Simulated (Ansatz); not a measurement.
Worked example: C2H3F3 + SiH2Cl2 → CClF3 + SiH2(CH3)Cl

Species: C2H3F3 (1,1,1-trifluoroethane) `CC(F)(F)F`, singlet; SiH2Cl2 (dichlorosilane (DCS)) `Cl[SiH2]Cl`, singlet; CClF3 `FC(F)(F)Cl`, singlet; SiH2(CH3)Cl ((chlorosilyl)methane), singlet. The partners trade CH3 for Cl: C–CH3 and Si–Cl bonds give way to C–Cl and Si–CH3.

Shapes, held fixed at every level: PBE0-D4/def2-TZVP. Programs: Ansatz 0.2.0. The zero-point and thermal change to 298 K, harmonic and unscaled (PBE0-D4/def2-TZVP), is -5.9 kJ/mol.

At CCSD(T)/CBS estimate; 1 Eh = 2625.50 kJ/mol:

| species | energy (Eh) |
| --- | --- |
| C2H3F3 | -377.301889 |
| SiH2Cl2 | -1209.932033 |
| CClF3 | -797.197930 |
| SiH2(CH3)Cl | -789.976378 |

Problem. Work out ΔH(298 K) of the reaction at this level.

Solution. 
1. Products less reactants: (-797.197930) + (-789.976378) − [(-377.301889) + (-1209.932033)] = 0.059614 Eh = +156.5 kJ/mol.
2. With the thermal change: +156.5 + (-5.9) = +150.6 kJ/mol.

Other levels give +133.3 (PBE-D4/def2-TZVPP) to +149.7 kJ/mol (CCSD/def2-SVP). No measured value is set beside it here. The CBS estimate extrapolates MP2 from def2-TZVPP and def2-QZVPP and adds CCSD(T) − MP2 in the triple-zeta set, cores frozen.
